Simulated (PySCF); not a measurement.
Electron detachment from vinyl anion

System: `[CH-]=C` ([C2H3]-). Numbering: `[CH-:1]=[CH2:2]`

Energies: B3LYP-D3(BJ)/ma-def2-TZVP (PySCF, density fitting, integration grid level 2) on PBE0-D3(BJ)/ma-def2-SVP structures. The prefix ma- adds one diffuse s and one diffuse p function on all atoms but H. Thermal corrections: PBE0-D3(BJ)/ma-def2-SVP frequencies, unscaled, ideal gas at 298.15 K and 1 bar, quasi-RRHO entropy.

Frontier levels of the parent: HOMO 0.96 eV, LUMO 3.92 eV.

Oxidation to the radical:
```
Vertical detachment energy (electronic)              : 1.23 eV
Adiabatic detachment energy (with zero-point energy) : 0.68 eV
Adiabatic, electronic part                           : 0.66 eV
Vertical gap at the product's structure              : 0.20 eV
Inner reorganisation energy (four-point)             : 1031 meV
Relaxation of product / of parent                    : 573 / 458 meV
⟨S²⟩ of the product                                  : 0.760
Largest spin populations                             : C1 1.01, C2 -0.13
Largest changes of atomic charge                     : C1 0.55, H (on C2) 0.13, H (on C1) 0.12, C2 0.10
Distances that move most (Å)                         : C1–C2 1.358 → 1.312; C1–H 1.123 → 1.090; C2–H 1.120 → 1.102; C2–H 1.108 → 1.097
```

Against the Active Thermochemical Tables (version 1.112): detachment energy to the radical 0.66 (computed 0.68, error 0.02) eV.
